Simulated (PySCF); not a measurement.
**Calculated NMR parameters of Cn1cccn1**

| Quantity | Value |
| --- | --- |
| Formula | C4H6N2 |
| SMILES | Cn1cccn1 |
| InChI | InChI=1S/C4H6N2/c1-6-4-2-3-5-6/h2-4H,1H3 |
| Point group of the computed structure | C1 |
| Degrees of unsaturation | 3 |
| Carbon signals | 4 |
| Proton signals | 4 |

Mapped SMILES: `[CH3:1][n:2]1[cH:3][cH:4][cH:5][n:6]1`. Each H is labelled by its parent atom.

Non-relativistic Hamiltonian, one computed conformer, rapidly exchanging positions averaged, isolated molecule. J: B3LYP/pcJ-1 (spin–dipole term only in couplings to heteroatoms); structure optimised with GFN2-xTB; shieldings: GIAO PBE0/pcSseg-1; PySCF 2.14.0 with density-fitted response routines.

Shifts are taken against calculated references (same method and geometry level): ¹H, ¹³C against TMS; NH3 for ¹⁵N.

| carbon | δC, type | δH (multiplicity, J in Hz) | HMBC from (abs. J ≥ 3 Hz) | span of the C tensor (ppm) |
| --- | --- | --- | --- | --- |
| C1 | 39.5, CH3 | 4.06 (s) | – | 66 |
| C3 | 131.7, CH | 7.39 (d, 2.8) | H(C5), H(C4) | 161 |
| C4 | 112.8, CH | 6.46 (t, 2.5) | H(C5), H(C3) | 162 |
| C5 | 141.0, CH | 7.46 (d, 2.3) | H(C3), H(C4) | 175 |

Other nuclei:
```csv
atoms,nucleus,environment,δ (ppm),σ (ppm)
N6,¹⁵N,pyridine-type nitrogen of an azole,352.0,-84.3
N2,¹⁵N,pyrrole-type ring nitrogen,225.4,42.3
```

Selected couplings (Hz, signed; the shortest-range and largest first, 30 at most; isotopes ¹³C, ¹H, ¹⁵N): ¹J(C5,H(C5)) 193.7, ¹J(C3,H(C3)) 188.5, ¹J(C4,H(C4)) 180.5, ¹J(C1,H(C1)) 143.1, ¹J(C3,C4) 73.9, ¹J(C4,C5) 55.8, ¹J(C1,N2) -18.1, ¹J(N2,C3) -15.0, ¹J(N2,N6) -12.6, ²J(N6,H(C5)) -14.5, ²J(C1,N6) -9.2, ²J(N2,C4) -6.7, ²J(C1,C3) 5.4, ²J(N2,H(C3)) -4.9, ²J(C3,C5) 3.0, ²J(C4,N6) 2.0, ²J(N2,C5) -1.6, ²J(N2,H(C1)) 1.2, ³J(N2,H(C5)) -9.2, ³J(N2,H(C4)) -5.8, ³J(C1,C5) 5.3, ³J(H(C3),H(C4)) 2.8, ³J(H(C4),H(C5)) 2.3, ³J(N6,H(C1)) -1.9, ³J(C1,C4) 1.3.

1. Carbon types of the structure: 3 × CH, 1 × CH3, which accounts for all hydrogens.
2. δC 141.0, 131.7: aromatic CH next to a ring nitrogen.
3. δC 112.8: aromatic CH.
4. δC 39.5: methyl carbon bonded to N; the inductive effect lowers its shielding.
5. δH 7.46, 7.39: hydrogen on an aromatic CH next to a ring nitrogen; aromatic region.
6. δH 6.46: hydrogen on an aromatic CH; it sits in the deshielding region of the aromatic ring current.

Multiplet labels drop couplings under 1 Hz and merge nearly equal ones. Unscaled 3J(H,H) at this level run about 10 % above measured values. Shifts are as computed. Against solution values, carbons near 30 ppm lie about +3 ppm off and those near 130 ppm about +5 ppm. Of 1211 compounds with measured shifts, 218 miss one by over three times the rms of a fit or turn the order of signals round; such compounds aren't used in these exercises. Experimental scales use liquid or dissolved standards, which lie at an offset from isolated NH3 (liquid NH3: subtract about 20 ppm). Unscaled 15N shifts of sp2 nitrogen come out 20 to 40 ppm too high even then.
